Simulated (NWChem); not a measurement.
# Correlation energy of Al (+1)

```
Al
```
Charge +1, spin multiplicity 1.

Everything below was run with NWChem.

Basis set: def2-QZVP. Each correlation energy counts from its own Hartree-Fock reference.

The correlated methods keep 5 core orbitals frozen. No row is a measurement; the coupled-cluster row has its own basis-set and correlation limits.

Task: Order these methods by the correlation energy they give, lowest first: MP2, SCS-MP2, CCSD.

Result: CCSD (-40.3 mHa), SCS-MP2 (-35.3 mHa), MP2 (-29.4 mHa)
